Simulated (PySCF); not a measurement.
Mapped SMILES: `[CH3:1][CH2:2][C:3](=[O:4])[CH2:5][CH3:6]` (H(Xn): hydrogen on atom n).

Geometry: PBE0-D3(BJ)/def2-SVP; GIAO shifts from PySCF, gas phase, non-relativistic, averaged over equivalent atoms.

At PBE0/cc-pVDZ (134 basis functions, 12 s wall time on 1 thread of an Arm Neoverse V1, shared host):
```json
{"atoms": "C3", "δ (ppm)": "204.9"}
{"atoms": "C2/C5", "δ (ppm)": "36.9"}
{"atoms": "C1/C6", "δ (ppm)": "9.7"}
{"atoms": "O4", "δ (ppm)": "619.4"}
{"atoms": "H(C2)/H(C5)", "δ (ppm)": "2.18"}
{"atoms": "H(C1)/H(C6)", "δ (ppm)": "0.90"}
```

Scale: TMS for ¹³C (196.75 ppm), ¹H (31.29 ppm); H2O for ¹⁷O (343.34 ppm) (reference shieldings calculated alike).

Task: Predict the values at BLYP/pcSseg-1 on the same geometry.

Result: 
```json
{"atoms": "C3", "δ at BLYP/pcSseg-1": "213.8", "change": "+8.9"}
{"atoms": "C2/C5", "δ at BLYP/pcSseg-1": "39.1", "change": "+2.2"}
{"atoms": "C1/C6", "δ at BLYP/pcSseg-1": "9.5", "change": "-0.2"}
{"atoms": "O4", "δ at BLYP/pcSseg-1": "651.6", "change": "+32.2"}
{"atoms": "H(C2)/H(C5)", "δ at BLYP/pcSseg-1": "2.32", "change": "+0.14"}
{"atoms": "H(C1)/H(C6)", "δ at BLYP/pcSseg-1": "1.01", "change": "+0.11"}
```

References, each an isolated molecule treated in the same way: ¹³C (σ = 175.31 ppm), ¹H (σ = 31.36 ppm) against TMS; ¹⁷O (σ = 333.67 ppm) vs H2O.

The largest change is at O4 (ketone oxygen). Cost: 152 basis functions, 22 s wall time on 1 thread of an Arm Neoverse V1, shared host. The order of the carbon signals is the same at both levels.

Unscaled 17O shifts of doubly bonded oxygen tend to come out too high, by tens of ppm or more. Experimental scales use liquid or dissolved standards, which lie at an offset from isolated H2O (liquid H2O: subtract about 36 ppm).
